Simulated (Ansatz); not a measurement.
# AlH2SF (SMILES [F][AlH][SH]): CCSD/STO-3G

What is the vertical singlet–triplet gap of AlH2SF at CCSD/STO-3G? 

Program for the calculation: Ansatz 0.2.0.

65 further runs of the same task are left out: 1 that didn't finish, 64 set aside as unsound or not needed.

## Step 1: The structure to begin with

AlH2SF: 5 atoms, total charge 0, spin state singlet. As SMILES, `[F][AlH][SH]`. The shape is that of a PBE0-D4/def2-TZVP optimisation. This is one conformer, not always the lowest.

Bond lengths: F1–Al2 1.645 Å, Al2–S3 2.169 Å, Al2–H4 1.569 Å, S3–H5 1.345 Å. Angles: F1–Al2–S3 116.3°, F1–Al2–H4 119.8°, S3–Al2–H4 123.9°, Al2–S3–H5 91.6°.

## Step 2: A single-point energy at CCSD/STO-3G

Input file run.yaml:

```yaml
crystal:
  periodic: [false, false, false]
  atoms:
    - {symbol: F, position_ang: [-1.203500, -1.535800, 0.877500]}
    - {symbol: Al, position_ang: [-0.513900, -0.309100, 0.024800]}
    - {symbol: S, position_ang: [1.536100, 0.182600, 0.533500]}
    - {symbol: H, position_ang: [-1.341100, 0.430400, -1.085200]}
    - {symbol: H, position_ang: [1.572300, 1.158200, -0.392100]}
basis:
  gaussian: {orbitals: STO-3G}
correlation: {method: ccsd, frozen_orbitals: {Al: 5, F: 1, H: 0, S: 5}}
accuracy: high
scf: {omitted_lower_state_checks: [cluster_reference, increment]}
```

Started as:

```console
$ ansatz run run.yaml --threads 1 --pin off --max-ram 2610MiB --events-out events.jsonl --progress --plain --runs-dir runs
```

The log of the run (excerpt; [...] marks lines left out):

```text
Warning: RAYON_NUM_THREADS=1 ignored (pool sized by the plan → 1); use --threads N
Functional definition: HF
  name "HF"
[...]
454 factors; integrals over basis functions are off by at most 2.9e-8 eV
[...]
mean field -19903.98079865 eV, -731.4578029478 hartree, gradient 3.8e-8 eV, S^2 0.000000; 0 other end points of the search recorded, 0 dependent functions left out
11 core orbitals not correlated: weight in the atoms' cores, before any rotation towards them, 0.999 or more for the frozen orbitals, at most 0.000 for the correlated occupied ones
reference -19903.98079865 eV, -731.4578029478 hartree; 9, 9 occupied and 5, 5 virtual orbitals, 454 factors
second order -1.83900857 eV of doubles, -0.00000000 eV of singles
cycle   1  -2.14799781 eV  change   -3.1e-1 eV  update   8.0e-2
[...]
cycle  20  -2.41191810 eV  change   -1.4e-9 eV  update   1.3e-9
Total energy: -19906.39271675 eV, -731.5464393031 hartree
Checks for a lower state left out: cluster_reference, increment
```

It took 0.12 s on 1 thread of AMD EPYC 9R45 (Zen 5), shared host.

## Step 3: The triplet at the same level

Input file in.yaml:

```yaml
crystal:
  periodic: [false, false, false]
  atoms:
    - {symbol: F, position_ang: [-1.203500, -1.535800, 0.877500]}
    - {symbol: Al, position_ang: [-0.513900, -0.309100, 0.024800]}
    - {symbol: S, position_ang: [1.536100, 0.182600, 0.533500]}
    - {symbol: H, position_ang: [-1.341100, 0.430400, -1.085200]}
    - {symbol: H, position_ang: [1.572300, 1.158200, -0.392100]}
basis:
  gaussian:
    orbitals: STO-3G
magnetization:
  spin_polarized: true
  initial_magnetization: 2
correlation:
  method: ccsd
  frozen_orbitals: {Al: 5, F: 1, H: 0, S: 5}
accuracy: high
scf:
  omitted_lower_state_checks: [cluster_reference, increment]
```

Started as:

```console
$ ansatz run in.yaml --threads 1 --pin off --max-ram 2610MiB --events-out events.jsonl --progress --plain --runs-dir runs
```

The log of the run:

```text
Warning: RAYON_NUM_THREADS=1 ignored (pool sized by the plan → 1); use --threads N
[... 16 lines left out ...]
11 core orbitals not correlated: weight in the atoms' cores, before any rotation towards them, 0.999 or more for the frozen orbitals, at most 0.000 for the correlated occupied ones
[... 52 lines left out ...]
Total energy: -19898.76218870 eV, -731.2660225694 hartree
Checks for a lower state left out: cluster_reference, increment
```

Run time: 0.46 s. Hardware: 1 thread of AMD EPYC 9R45 (Zen 5), shared host.

## Step 4: Results

At CCSD/STO-3G, 11 core orbitals frozen:

```
                                             quantity          value
                                singlet: total energy  -731.54644 Eh
singlet: correlation energy (11 core orbitals frozen)      -88.6 mEh
                               singlet: T1 diagnostic          0.015
                                triplet: total energy  -731.26602 Eh
triplet: correlation energy (11 core orbitals frozen)      -78.4 mEh
           triplet: ⟨S²⟩ of the reference determinant          2.034
                               triplet: T1 diagnostic          0.023
     vertical energy of the triplet above the singlet       7.631 eV
```

In words: At this shape the triplet lies 7.63 eV (176 kcal/mol) above the singlet. In a minimal basis such a difference can be off by several eV, whatever the method.
